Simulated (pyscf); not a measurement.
This saddle point was located with ωB97X-D3(BJ)/def2-SVP in PySCF.

```
Ge
Cl 1 2.1955
Cl 1 2.5254 2 94.26
H 3 1.5430 1 67.90 2 -86.66
Se 4 1.7769 3 148.56 1 -7.42
H 5 1.4695 4 91.50 3 -87.34
```

Surface: singlet, charge 0. Lowest wavenumbers (cm⁻¹): 764i, 98, 117, 215, 252.

**Question.** Which two sides does it connect, and which bonds change?

**Answer.** H₂Se (SMILES [SeH2]) + Cl–Ge:–Cl (SMILES [Cl][Ge][Cl]) [singlet] ⇌ Cl–Ge:–SeH (SMILES [Cl][Ge][SeH]) [singlet] + HCl (SMILES Cl), a four-centre exchange read from left to right: H–Se, Cl–Ge broken and Ge–Se, Cl–H formed. At ωB97M-D3(BJ)/def2-TZVP it lies +7.2 kcal/mol from the left side and +3.3 kcal/mol from the right (each side as separated species at their lowest minima found). On the reactant side the descent ends in an adduct with a Ge–Se contact, 13.0 kcal/mol under the separated species and 15.0 kcal/mol under the saddle at ωB97X-D3(BJ)/def2-TZVP. On the product side the descent ends in a complex, 5.6 kcal/mol under the separated species and 7.0 kcal/mol under the saddle at ωB97X-D3(BJ)/def2-TZVP. What is counted as formed (Ge–Se) is already present as a longer contact in the reactant adduct; forming that adduct is a step of its own. At ωB97X-D3(BJ)/def2-TZVP the barrier from the zero used here is 2.0 kcal/mol. One saddle was located; it need not be the lowest between these sides. Elements up to Kr have no core potential and no relativistic terms here.
